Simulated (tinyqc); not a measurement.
Worked calculation (part 3 of 3): UHF in the sto-3g basis, for H2O+, spin multiplicity 2. This run ends on a higher stationary point, not on the lowest solution. Computed by tinyqc, a small Python program that keeps every step (integrals from PySCF). Command: `OMP_NUM_THREADS=1 python tinyqc.py 24621 24622 out.jsonl` (the two numbers bound the seeds that draw the settings). One thread of a shared host (Intel(R) Xeon(R) Processor @ 2.60GHz), about 0.1 s of CPU time with the checks.

Geometry (angstrom):

| atom | x | y | z |
|---|---|---|---|
| O | 0.00000 | 0.00000 | 0.00000 |
| H | 0.00000 | 0.92100 | 0.63500 |
| H | 0.00000 | -0.87700 | 0.60500 |

## Convergence

Stop when the energy changes by less than 1e-09 hartree and every element of the error matrix X^T (F D S - S D F) X (for each spin) is below 9e-06.

Course of the cycle:

| iteration | E (hartree) | change | largest element of the error matrix |
|---|---|---|---|
| 1 | -26.2245255 | - | 1.88e-01 |
| 2 | -51.4085472 | -2.52e+01 | 1.04e-01 |
| 3 | -63.0551950 | -1.16e+01 | 8.86e-02 |
| 4 | -68.7003851 | -5.65e+00 | 1.20e-01 |
| 5 | -71.5267066 | -2.83e+00 | 8.56e-02 |
| 6 | -72.9486501 | -1.42e+00 | 3.39e-02 |
| 7 | -73.6748400 | -7.26e-01 | 2.28e-02 |
| 8 | -74.0382958 | -3.63e-01 | 2.54e-02 |
| 9 | -74.2216792 | -1.83e-01 | 1.16e-02 |
| 10 | -74.3137050 | -9.20e-02 | 6.87e-03 |
| 11 | -74.3600244 | -4.63e-02 | 4.73e-03 |
| 12 | -74.3831518 | -2.31e-02 | 2.28e-03 |
| 13 | -74.3948098 | -1.17e-02 | 1.07e-03 |
| 14 | -74.4006660 | -5.86e-03 | 5.54e-04 |
| ... | ... | ... | ... |
| 24 | -74.4065388 | -5.75e-06 | 5.45e-07 |
| 25 | -74.4065417 | -2.88e-06 | 2.72e-07 |
| 26 | -74.4065431 | -1.44e-06 | 1.36e-07 |
| 27 | -74.4065439 | -7.19e-07 | 6.81e-08 |
| 28 | -74.4065442 | -3.60e-07 | 3.41e-08 |
| 29 | -74.4065444 | -1.80e-07 | 1.70e-08 |
| 30 | -74.4065445 | -8.99e-08 | 8.52e-09 |
| 31 | -74.4065445 | -4.49e-08 | 4.26e-09 |
| 32 | -74.4065446 | -2.25e-08 | 2.13e-09 |
| 33 | -74.4065446 | -1.12e-08 | 1.06e-09 |
| 34 | -74.4065446 | -5.62e-09 | 5.32e-10 |
| 35 | -74.4065446 | -2.81e-09 | 2.66e-10 |
| 36 | -74.4065446 | -1.40e-09 | 1.33e-10 |
| 37 | -74.4065446 | -7.02e-10 | 6.65e-11 |

PySCF UHF in the same basis, after a stability check = -74.6627864 hartree

Converged in 37 iterations. But the solution lies 0.25624 hartree above the reference: it is another stationary point, not the lowest one. Reruns (cap 100 unless said): DIIS 8: converged in 19 to a higher stationary point; damping 0.5: not converged; level shift 0.5: converged in 93 to a higher stationary point; atomic densities as start, DIIS 8: converged in 11.

## Populations, bond orders and dipole

D(alpha) after iteration 37:
```
           1O 1s     1O 2s   1O 2px    1O 2py    1O 2pz     2H 1s     3H 1s
1O 1s    1.05530  -0.23445  0.00000  -0.00230   0.04796  -0.00668  -0.00964
1O 2s   -0.23445   1.02048  0.00000   0.01394  -0.26418  -0.02802  -0.02254
1O 2px   0.00000   0.00000  1.00000   0.00000   0.00000   0.00000   0.00000
1O 2py  -0.00230   0.01394  0.00000   0.43586  -0.00684   0.26297  -0.26382
1O 2pz   0.04796  -0.26418  0.00000  -0.00684   0.62202   0.25963   0.24574
2H 1s   -0.00668  -0.02802  0.00000   0.26297   0.25963   0.27686  -0.04929
3H 1s   -0.00964  -0.02254  0.00000  -0.26382   0.24574  -0.04929   0.26223
```

D(beta) after iteration 37:
```
           1O 1s     1O 2s   1O 2px    1O 2py    1O 2pz     2H 1s     3H 1s
1O 1s    1.05579  -0.23558  0.00000   0.00501   0.03561  -0.00784  -0.01250
1O 2s   -0.23558   1.01558  0.00000  -0.02165  -0.19939  -0.00760   0.00893
1O 2px   0.00000   0.00000  1.00000   0.00000   0.00000   0.00000   0.00000
1O 2py   0.00501  -0.02165  0.00000   0.00063   0.01507   0.00327   0.00287
1O 2pz   0.03561  -0.19939  0.00000   0.01507   0.74748   0.20479   0.19905
2H 1s   -0.00784  -0.00760  0.00000   0.00327   0.20479   0.05845   0.05761
3H 1s   -0.01250   0.00893  0.00000   0.00287   0.19905   0.05761   0.05706
```

overlap S:
```
          1O 1s    1O 2s   1O 2px    1O 2py   1O 2pz    2H 1s     3H 1s
1O 1s   1.00000  0.23670  0.00000   0.00000  0.00000  0.03674   0.04170
1O 2s   0.23670  1.00000  0.00000   0.00000  0.00000  0.37534   0.40662
1O 2px  0.00000  0.00000  1.00000   0.00000  0.00000  0.00000   0.00000
1O 2py  0.00000  0.00000  0.00000   1.00000  0.00000  0.27455  -0.29125
1O 2pz  0.00000  0.00000  0.00000   0.00000  1.00000  0.18930   0.20092
2H 1s   0.03674  0.37534  0.00000   0.27455  0.18930  1.00000   0.16454
3H 1s   0.04170  0.40662  0.00000  -0.29125  0.20092  0.16454   1.00000
```

Mulliken: Z minus the diagonal of D S on the atom; Loewdin: the same with S^(1/2) D S^(1/2); Mayer order: 2 sum_s sum (D(s) S)_ij (D(s) S)_ji over the two atoms.

Charges (e):

| atom | Mulliken | Loewdin | Mulliken spin |
|---|---|---|---|
| 1O | -0.03665 | 0.08378 | 0.46316 |
| 2H | 0.51622 | 0.46199 | 0.27488 |
| 3H | 0.52043 | 0.45423 | 0.26196 |

Mayer bond orders:

| pair | order |
|---|---|
| 2-1 | 0.63216 |
| 3-1 | 0.63473 |
| 3-2 | 0.02580 |

dipole moment about the origin, x y z (debye): 0.00000  0.13739  3.53562

<S^2> of the determinant (pure state: 0.75) = 0.76535
